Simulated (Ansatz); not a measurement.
# CH6AlF: the cost of one run

All numbers below are computed with Ansatz 0.2.0 (UKS PBE-D4/6-31G*).

## 1. The starting structure

Bond lengths: Al1–C2 2.290 Å, Al1–H3 1.537 Å, Al1–H4 1.539 Å, Al1–H5 1.811 Å, Al1–F6 2.108 Å, C2–H7 1.092 Å, C2–H8 1.103 Å, C2–H9 1.091 Å. Angles (14 of 16 angles, heavy atoms first): C2–Al1–F6 72.6°, Al1–C2–H7 124.0°, Al1–C2–H8 80.3°, Al1–C2–H9 124.3°, C2–Al1–H3 121.8°, C2–Al1–H4 109.3°, C2–Al1–H5 37.6°, H3–Al1–F6 108.9°, H4–Al1–F6 118.6°, H5–Al1–F6 35.1°, H7–C2–H8 105.2°, H7–C2–H9 107.9°, H8–C2–H9 105.8°, H3–Al1–H4 117.9°.

As a file:

```xyz
9

Al   -0.3480   -1.1650    0.1734
C    -0.0032    1.0838   -0.0905
H    -1.0547   -2.0083   -0.8993
H    -0.6680   -1.4615    1.6489
H     0.9145    0.0498   -0.2836
F     1.6666   -0.8985   -0.3873
H     0.5558    1.7030    0.6141
H    -1.0431    1.0966    0.2760
H    -0.0198    1.6001   -1.0517
```

## 2. Run 1

150 steps of 0.5 fs at constant energy, with velocities drawn for 600 K.

input.yaml reads:

```yaml
crystal:
  periodic: [false, false, false]
  atoms:
    - { symbol: Al, position_ang: [-0.348, -1.165, 0.1734] }
    - { symbol: C, position_ang: [-0.0032, 1.0838, -0.0905] }
    - { symbol: H, position_ang: [-1.0547, -2.0083, -0.8993] }
    - { symbol: H, position_ang: [-0.668, -1.4615, 1.6489] }
    - { symbol: H, position_ang: [0.9145, 0.0498, -0.2836] }
    - { symbol: F, position_ang: [1.6666, -0.8985, -0.3873] }
    - { symbol: H, position_ang: [0.5558, 1.703, 0.6141] }
    - { symbol: H, position_ang: [-1.0431, 1.0966, 0.276] }
    - { symbol: H, position_ang: [-0.0198, 1.6001, -1.0517] }
magnetization:
  spin_polarized: true
basis:
  gaussian: { orbitals: "6-31G*" }
hamiltonian:
  xc: pbe
  dispersion: d4
md:
  timestep: 0.5
  n_steps: 150
  ensemble: nve
  temperature: 600.0
  initial_velocities: maxwell_boltzmann
  seed: 209344
```

Started as:

```sh
ansatz run input.yaml --threads 1 --pin off --max-ram 2048MiB --backend cpu --events-out ev --progress --plain --runs-dir out
```

**Question.** How long does this run take on 1 thread of Intel Xeon Platinum 8259CL at 2.50GHz (Skylake/Cascade Lake), shared host, and how much memory does it need?

About 9.1 min, with a peak of 0.16 GiB.
